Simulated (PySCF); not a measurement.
Nonlinear optical response: `O=C/C=C(/[O-])F`, [C3H2FO2]-, charge -1

Molfile (atoms numbered from 1):
```
C3H2FO2
     RDKit          3D

  8  7  0  0  0  0  0  0  0  0999 V2000
   -2.1657   -1.0194    0.1717 O   0  0  0  0  0  0  0  0  0  0  0  0
   -1.2300   -0.2156    0.0683 C   0  0  0  0  0  0  0  0  0  0  0  0
    0.1435   -0.5174    0.0344 C   0  0  0  0  0  0  0  0  0  0  0  0
    1.1773    0.4197   -0.0865 C   0  0  0  0  0  0  0  0  0  0  0  0
    2.3770    0.2837   -0.1323 O   0  0  0  0  0  0  0  0  0  0  0  0
    0.7187    1.7440   -0.1713 F   0  0  0  0  0  0  0  0  0  0  0  0
   -1.4646    0.8688   -0.0082 H   0  0  0  0  0  0  0  0  0  0  0  0
    0.4514   -1.5546    0.1017 H   0  0  0  0  0  0  0  0  0  0  0  0
  1  2  2  0
  2  3  1  0
  3  4  2  0
  4  5  1  0
  4  6  1  0
  2  7  1  0
  3  8  1  0
M  CHG  1   5  -1
M  END
```

Theory: PySCF 2.14.0, quadratic response CAM-B3LYP/aug-cc-pVTZ first hyperpolarisability, Taylor convention, gas phase. Geometry: PBE0-D3(BJ)/def2-TZVP.

For a gas-phase anion, states above the detachment energy (about 2.8 eV, taken as minus the energy of the highest occupied orbital) lie in the continuum and depend on the basis.

Task: What is the first hyperpolarisability, and how does it disperse?

Result: In au, Taylor convention; the vector part is βᵢ = ⅓ Σⱼ (βᵢⱼⱼ + βⱼᵢⱼ + βⱼⱼᵢ):
| process | λ (nm) | β vector norm | β HRS | depolarisation ratio |
| --- | --- | --- | --- | --- |
| static β(0;0,0) | ∞ | 85.8 | 83.2 | 1.80 |
| second harmonic β(−2ω;ω,ω) | 1907 | 92.5 | 88.9 | 1.81 |
| Pockels β(−ω;ω,0) | 1907 | 88.0 | – | – |
| second harmonic β(−2ω;ω,ω) | 1064 | 110.8 | 104.7 | 1.81 |
| Pockels β(−ω;ω,0) | 1064 | 93.1 | – | – |

Task: Which lowest excitations and polarisabilities go with it?

Result: S1 4.08 eV (f = 0.007); S2 4.41 eV (f = 0.000); S3 4.74 eV (f = 0.000); isotropic α 59.9 au static, 60.3 au at 1907 nm, 61.0 au at 1064 nm, 61.3 au at 953.5 nm, 64.9 au at 532 nm.
